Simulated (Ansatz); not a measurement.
Ansatz (an electronic-structure program) input (CCSD(T)/pcseg-2):

Ansatz 0.2 input:
```yaml
crystal:
  periodic: [false, false, false]
  atoms:
    - {symbol: F, position_ang: [0.03923562, 1.10057360, -0.27954166]}
    - {symbol: O, position_ang: [-0.01962367, 0.00815420, 0.59730772]}
    - {symbol: F, position_ang: [-0.02179237, -1.10782178, -0.25139853]}
basis:
  gaussian:
    orbitals: pcseg-2
magnetization: {spin_polarized: false}
correlation: {method: ccsd_t, electrons: outside_noble_gas}
```

Output:

```
Functional definition: HF
integrals: 0.08 GiB planned
557 factors; integrals over basis functions are off by at most 1.6e-3 eV
mean field: 0.16 GiB planned
mean field evaluation 1: about -7441.6548 eV, gradient 3.6e1 eV
mean field evaluation 2: about -7441.6631 eV, gradient 3.6e1 eV
mean field evaluation 4: about -7443.9102 eV, gradient 3.9e0 eV
mean field evaluation 8: about -7443.9615 eV, gradient 5.1e-1 eV
mean field evaluation 16: about -7443.9026 eV, gradient 3.9e0 eV
mean field -7443.96314332 eV, -273.5605998177 hartree, gradient 4.8e-6 eV, S^2 0.000000; 0 other end points of the search recorded, 0 dependent functions left out; unrestricted orbitals would lower it
3 core orbitals not correlated
reference -7443.96314332 eV, -273.5605998177 hartree; 10, 10 occupied and 77, 77 virtual orbitals, 557 factors
second order -20.05829664 eV of doubles, -0.00000000 eV of singles
coupled cluster: 0.22 GiB planned
cycle   1  -19.49301524 eV  change    5.7e-1 eV  update   1.0e-1
cycle   2  -20.06589093 eV  change   -5.7e-1 eV  update   3.6e-2
cycle   3  -20.21351107 eV  change   -1.5e-1 eV  update   1.8e-2
cycle   4  -20.20391366 eV  change    9.6e-3 eV  update   5.7e-3
cycle   5  -20.20410306 eV  change   -1.9e-4 eV  update   3.4e-3
cycle   6  -20.20612131 eV  change   -2.0e-3 eV  update   1.2e-3
cycle   7  -20.20604751 eV  change    7.4e-5 eV  update   6.2e-4
cycle   8  -20.20558727 eV  change    4.6e-4 eV  update   1.5e-4
cycle   9  -20.20556541 eV  change    2.2e-5 eV  update   6.5e-5
cycle  10  -20.20554181 eV  change    2.4e-5 eV  update   2.2e-5
coupled cluster: 0.22 GiB planned
perturbative correction -0.77836700 eV, -0.0286044598 hartree
Total energy: -7464.94705214 eV, -274.3317442434 hartree
```
